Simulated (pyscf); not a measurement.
`[SiH3][As]([SiH3])[AsH2]` + `[H][H]` -> `[SiH3][AsH][SiH3]` + `[AsH3]`, a four-centre exchange (singlet surface; As–As, H–H broken, As–H, As–H formed). Optimised with ωB97X-D3(BJ)/def2-SVP in PySCF. Energies in eV from the separated reactants.

AM1 to PM7: differences of heats of formation from MOPAC, which are fitted to 298 K values and so differ in kind from electronic energies by zero-point and thermal terms. 

**Question.** In single points PM7 puts the saddle at 4.00 eV and the reaction energy at +1.73 eV. Should these be trusted to within a few kcal/mol? Compare with ωB97M-D3(BJ)/def2-TZVP.

**Answer.** ωB97M-D3(BJ)/def2-TZVP gives ΔE‡ = 2.89 eV and ΔE = +0.13 eV. PM7 lies 1.11 eV over it in the barrier and 1.59 eV over it in the reaction energy, so on this step it does not hold to within 0.13 eV. ωB97M-D3(BJ)/def2-TZVP has limits of its own. On the product side the descent ends in a complex (not fully relaxed), 0.18 eV under the separated species and 2.89 eV under the saddle at ωB97X-D3(BJ)/def2-TZVP. At ωB97X-D3(BJ)/def2-TZVP the barrier from the zero used here is 3.14 eV. The same reactants have a lower exit, to H₃Si–As•–SiH₃ + AsH₂• + H₂ (no saddle counted: cutting one bond costs +2.16 eV at ωB97M-D3(BJ)/def2-TZVP, against +2.89 eV here). One saddle was located; it need not be the lowest between these sides. A restricted solution here is unstable towards spin polarisation, so biradical character is likely and single-reference numbers are less safe. In the def2 sets elements up to Kr have no core potential.
